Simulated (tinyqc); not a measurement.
Inside a calculation. Method: geometry optimisation on the unrestricted PBE/sto-3g surface (energies and gradients from PySCF), for BH, spin multiplicity 3. Computed by tinyqc, a small Python program that keeps every step (integrals from PySCF). Settings: charge = 0, multiplicity = 3, basis = sto-3g, functional = pbe,pbe, optimiser = bfgs, first Hessian = 0.3, largest step = 0.1, iteration cap = 30. Command: `OMP_NUM_THREADS=1 python tinyqc.py 29957 29958 out.jsonl` (the two numbers bound the seeds that draw the settings). One thread of a shared host (Intel(R) Xeon(R) Processor @ 2.60GHz), about 3 s of CPU time with the checks.

## Step 1: energy and gradient

positions at the start (bohr):
```
          x        y        z
1B  0.00000  0.00000  0.00000
2H  0.00000  0.00000  2.12027
```

Self-consistent energy and analytic gradient at these positions.

energy = -24.8298946 hartree

gradient (hartree/bohr):
```
            x          y           z
1B  0.0000000  0.0000000   0.0400314
2H  0.0000000  0.0000000  -0.0400316
```

## Step 1: move

Quasi-Newton step p = -H^(-1) g (first H = 0.3 times the unit matrix); steps longer than 0.1 bohr are cut back (factor 0.530 here).

positions after step 1 (bohr):
```
          x        y         z
1B  0.00000  0.00000  -0.07071
2H  0.00000  0.00000   2.19098
```

## Step 2: energy and gradient

As before.

energy = -24.8320246 hartree

gradient (hartree/bohr):
```
            x          y           z
1B  0.0000000  0.0000000  -0.0071100
2H  0.0000000  0.0000000   0.0071105
```

## Step 2: move

inverse Hessian in use (bohr^2/hartree):
```
         1        2        3        4        5        6
1  3.33333  0.00000  0.00000  0.00000  0.00000  0.00000
2  0.00000  3.33333  0.00000  0.00000  0.00000  0.00000
3  0.00000  0.00000  2.41667  0.00000  0.00000  0.91669
4  0.00000  0.00000  0.00000  3.33333  0.00000  0.00000
5  0.00000  0.00000  0.00000  0.00000  3.33333  0.00000
6  0.00000  0.00000  0.91669  0.00000  0.00000  2.41662
```

Quasi-Newton step p = -H^(-1) g (the inverse Hessian comes from BFGS updates; coordinates in the order x, y, z of each atom); steps longer than 0.1 bohr are cut back.

positions after step 2 (bohr):
```
          x        y         z
1B  0.00000  0.00000  -0.06005
2H  0.00000  0.00000   2.18032
```

## Step 3: energy and gradient

As before.

energy = -24.8321121 hartree

gradient (hartree/bohr):
```
            x          y           z
1B  0.0000000  0.0000000  -0.0010341
2H  0.0000000  0.0000000   0.0010346
```

## Step 3: move

inverse Hessian in use (bohr^2/hartree):
```
         1        2        3        4        5        6
1  3.33333  0.00000  0.00000  0.00000  0.00000  0.00000
2  0.00000  3.33333  0.00000  0.00000  0.00000  0.00000
3  0.00000  0.00000  2.54420  0.00000  0.00000  0.78901
4  0.00000  0.00000  0.00000  3.33333  0.00000  0.00000
5  0.00000  0.00000  0.00000  0.00000  3.33333  0.00000
6  0.00000  0.00000  0.78901  0.00000  0.00000  2.54444
```

As before.

positions after step 3 (bohr):
```
          x        y         z
1B  0.00000  0.00000  -0.05823
2H  0.00000  0.00000   2.17850
```

## Convergence

Stop when the largest gradient component is below 3e-5 hartree/bohr. The inverse Hessian follows the BFGS update with s = step, y = change of gradient.

Course of the optimisation:

| step | E (hartree) | largest gradient (hartree/bohr) |
|---|---|---|
| 1 | -24.8298946 | 4.00e-02 |
| 2 | -24.8320246 | 7.11e-03 |
| 3 | -24.8321121 | 1.03e-03 |
| 4 | -24.8321139 | 3.36e-05 |
| 5 | -24.8321139 | 4.26e-07 |

Final distances (angstrom):

| pair | distance |
|---|---|
| 2H-1B | 1.18369 |

Converged in 5 steps.
